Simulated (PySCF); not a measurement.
**Nitrogen: a sound run and one with changed settings**

Sound run: N [He] 2s2 2p3, N⁺ [He] 2s2 2p2. Calculation: PySCF 2.14, in cc-pVDZ (3s2p1d, 14 functions); no relativity, point nucleus. The sound run starts from symmetry-adapted Hartree-Fock orbitals and uses a fine grid where one is needed.

A second run was set up differently.

```csv
species,method,sound run (hartree),changed run (hartree),converged
N,UHF,-54.39111,-54.39069,no
N,B3LYP,-54.58914,-54.58912,no
N,M06-L,-54.58968,-54.58961,no
N⁺,UHF,-53.88047,-53.87999,no
N⁺,B3LYP,-54.05362,-54.05360,no
N⁺,M06-L,-54.04449,-54.04444,no
```

Problem. What was changed?
A. all electrons correlated in a valence basis
B. too few SCF iterations
C. minimal basis
D. angular grid far too coarse

Solution. B. It used initial guess minao, at most 3 SCF cycles. The SCF was stopped early; the energies are upper bounds that still move, and correlated levels were skipped or rest on poor orbitals.
